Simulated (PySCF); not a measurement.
Task: What does the PBE0-D3(BJ)/def2-SVP structure of trifluoromethoxymethane, `COC(F)(F)F` look like in three dimensions?

Result: 
```xyz
9
C2H3F3O angstrom
C     -1.1634   -0.0491   -0.1971
O     -0.0229    0.7737   -0.0248
C      1.1206    0.1506    0.2626
F      1.4825   -0.7178   -0.6897
F      2.0712    1.0556    0.3852
F      1.0468   -0.5470    1.4029
H     -1.4133   -0.5751    0.7369
H     -1.0028   -0.7816   -1.0027
H     -1.9860    0.6212   -0.4716
```

Any rigid rotation of these coordinates is as good. Atoms count from 1 in this order. The 2 C–O bonds span 1.334 Å (O2–C3, drawn single) to 1.417 Å (C1–O2, drawn single), a spread of 0.083 Å. Of the pairs four or more bonds apart, F4···H8 is among the closest relative to their van der Waals radii: 2.51 Å, 94 % of the sum of Bondi's values. O2 (ether oxygen) is bent (angle 116.4°). The 3 C–F bonds span 1.318 Å (C3–F5, drawn single) to 1.339 Å (C3–F6, drawn single), a spread of 0.021 Å.

Bonds between heavy atoms (Å): C1–O2 1.417, O2–C3 1.334, C3–F4 1.339, C3–F5 1.318, C3–F6 1.339.

Computed, not measured: PBE0-D3(BJ)/def2-SVP geometry optimisation, gas phase (PySCF).

PBE0-D3(BJ)/def2-SVP frequencies: not computed here.

On one thread, Arm Neoverse V2 (aarch64), shared host with 32 logical CPUs at a one-minute load of 14, this took 15 s wall and 0.39 GiB of memory at its peak. This is the geometry optimisation.
